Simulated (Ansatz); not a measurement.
`CC#[O+]`: measurement beside calculation (Ansatz, PBE0-D4/def2-TZVP geometry).

```xyz
6

C    -0.232   -0.041   -0.424
C     0.446    0.079    0.815
O     0.977    0.173    1.786
H    -1.027    0.716   -0.457
H     0.493    0.125   -1.232
H    -0.657   -1.051   -0.488
```

Measured: 9134.47083 ± 0.00027 MHz (B, ground vibrational state, main isotopologue, laboratory fit, laboratory rotational spectroscopy). Source: Discovery of the acetyl cation, CH3CO+, in space and in the laboratory, 2021 (arxiv:2101.04603).

```
constant  measured (MHz)  computed (MHz)  error (%)
       B            9134            9288        1.7
```

Computed constants are equilibrium values for the main isotopes; measured ground-state ones include zero-point motion, which usually lowers them by up to about 1 %.
